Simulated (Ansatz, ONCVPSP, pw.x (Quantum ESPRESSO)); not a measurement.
# What a changed setting does to a pw.x run (bcc Ta)

Potential: optimised norm-conserving Vanderbilt (ONCV), ONCVPSP 4.0.1.1 (patched build), LDA (Perdew-Wang 92); core [Kr] 4d10 4f14, reference 5s2 5p6 5d3 6s2; waves: 5s+6s: rc 1.70 bohr, ncon 4, nbas 8, qcut 8.3 1/bohr, 2 projectors; 5p: rc 1.80 bohr, ncon 4, nbas 8, qcut 8.6 1/bohr, 2 projectors, debl 2.6 Ha; 5d: rc 2.80 bohr, ncon 3, nbas 8, qcut 5.7 1/bohr, 2 projectors, debl 0.55 Ha; f scattering state at 0.04 Ha: rc 2.30 bohr, ncon 4, nbas 7, qcut 5.6 1/bohr, 1 projector; local part: polynomial inside 1.10 bohr (lpopt 4, dvloc0 6 Ha); core correction: Teter function, fcfact 5.25, rcfact 1.65.

The reference run (k-mesh 14³, cutoffs 65/260 Ry, Fermi–Dirac 0.01 Ry, mixing_beta 0.4, conv_thr 1e-9, no spin) gives 0.35 GPa at 17.128 Å³/atom, where all-electron LAPW gives 1.38 GPa. This run, with its own iteration cap, changes conv_thr to 1e-12.

```
&control
  calculation='scf', prefix='x', pseudo_dir='./', outdir='./tmp', tstress=.true., disk_io='none'
/
&system
  ibrav=0, nat=1, ntyp=1, ecutwfc=65, ecutrho=260, nbnd=14,
  occupations='smearing', smearing='fd', degauss=0.01
/
&electrons
  conv_thr=1e-12, mixing_beta=0.4, electron_maxstep=50
/
ATOMIC_SPECIES
Ta 1.0 Ta.UPF
CELL_PARAMETERS angstrom
  -1.62386113 1.62386113 1.62386113
  1.62386113 -1.62386113 1.62386113
  1.62386113 1.62386113 -1.62386113
ATOMIC_POSITIONS crystal
Ta 0.0000 0.0000 0.0000
K_POINTS automatic
14 14 14 0 0 0
```

```bash
pw.x < Ta.scf.in > Ta.scf.out
```

Problem. How does the run end?

Solution. It converges in 9 iterations; the free energy moves by +0.0 meV/atom and the pressure by +0.00 GPa. The result is that of the reference run.

```
Message from routine setup:
     using ibrav=0 with symmetry is DISCOURAGED, use correct ibrav instead
     lattice parameter (alat)  =       5.3151  a.u.
     unit-cell volume          =     115.5855 (a.u.)^3
     number of electrons       =        13.00
     number of Kohn-Sham states=           14
     kinetic-energy cutoff     =      65.0000  Ry
     charge density cutoff     =     260.0000  Ry
     scf convergence threshold =      1.0E-12
     Exchange-correlation= SLA  PW   NOGX NOGC
     number of k points=   104  Fermi-Dirac smearing, width (Ry)=  0.0100
     iteration #  1     ecut=    65.00 Ry     beta= 0.40
     total energy              =    -141.23063551 Ry
     estimated scf accuracy    <       0.01946235 Ry
     iteration #  2     ecut=    65.00 Ry     beta= 0.40
     total energy              =    -141.23021778 Ry
     estimated scf accuracy    <       0.00323330 Ry
     iteration #  3     ecut=    65.00 Ry     beta= 0.40
     total energy              =    -141.23066315 Ry
     estimated scf accuracy    <       0.00011984 Ry
     iteration #  4     ecut=    65.00 Ry     beta= 0.40
     total energy              =    -141.23067015 Ry
     estimated scf accuracy    <       0.00000191 Ry
     iteration #  5     ecut=    65.00 Ry     beta= 0.40
     total energy              =    -141.23067059 Ry
     estimated scf accuracy    <       0.00000008 Ry
     iteration #  6     ecut=    65.00 Ry     beta= 0.40
     total energy              =    -141.23067059 Ry
     estimated scf accuracy    <          3.9E-09 Ry
     iteration #  7     ecut=    65.00 Ry     beta= 0.40
     total energy              =    -141.23067059 Ry
     estimated scf accuracy    <          1.5E-10 Ry
     iteration #  8     ecut=    65.00 Ry     beta= 0.40
     total energy              =    -141.23067059 Ry
     estimated scf accuracy    <          4.9E-12 Ry
     iteration #  9     ecut=    65.00 Ry     beta= 0.40
     the Fermi energy is    19.2896 ev
!    total energy              =    -141.23067059 Ry
     estimated scf accuracy    <          6.4E-13 Ry
     smearing contrib. (-TS)   =      -0.00533326 Ry
     The total energy is F=E-TS. E is the sum of the following terms:
     one-electron contribution =     -12.07608859 Ry
     hartree contribution      =      13.77399839 Ry
     xc contribution           =     -42.71144524 Ry
     ewald contribution        =    -100.21180190 Ry
     convergence has been achieved in   9 iterations
          total   stress  (Ry/bohr**3)                   (kbar)     P=        3.47
     Message from routine punch:
     Nothing written, as per user request (disk_io='none')
```

The run took about 20 s on one core of a shared host (Neoverse-V2, 96 threads, 742 GiB, load 49).
